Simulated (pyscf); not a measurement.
Thermochemistry of product channels of H₃C–Zn–Cl on the singlet surface, in eV, from CCSD(T)/def2-TZVPP + ΔMP2(QZVPP) energies (ideal gas, 1 atm, RRHO with modes under 100 cm⁻¹ raised to 100, one conformer, R ln 2 for rigid chiral ones). PySCF, gas phase, ωB97X-D3(BJ)/def2-SVP geometries. MP2 and CC: frozen core, UHF for open shells. ΔMP2 is the change of the MP2 total energy from the triple- to the quadruple-zeta basis.

```json
[
 {"products": "Cl–CH₂–ZnH", "ΔE": "?", "ΔH(298 K)": "+2.24", "ΔG(298 K)": "+2.21", "ΔG(900 K)": "?"},
 {"products": "chloromethane (H₃C–Cl) + Zn [singlet]", "ΔE": "+1.95", "ΔH(298 K)": "+2.00", "ΔG(298 K)": "+1.68", "ΔG(900 K)": "+1.07"}
]
```

Question: What belongs in the gaps?

Answer: 
- Cl–CH₂–ZnH, ΔE: +2.33
- Cl–CH₂–ZnH, ΔG(900 K): +2.15

These are energies of the channels, which say nothing of barriers. The CCSD(T) − MP2 part came from Ansatz, without density fitting, on the same reference. The frozen core leaves the outer d or s,p core shells of the metals and heavy elements correlated in the MP2 and CC values, and def2-TZVPP describes them poorly, which can shift differences by a few kcal/mol. Elements up to Kr have no core potential and no relativistic terms here.
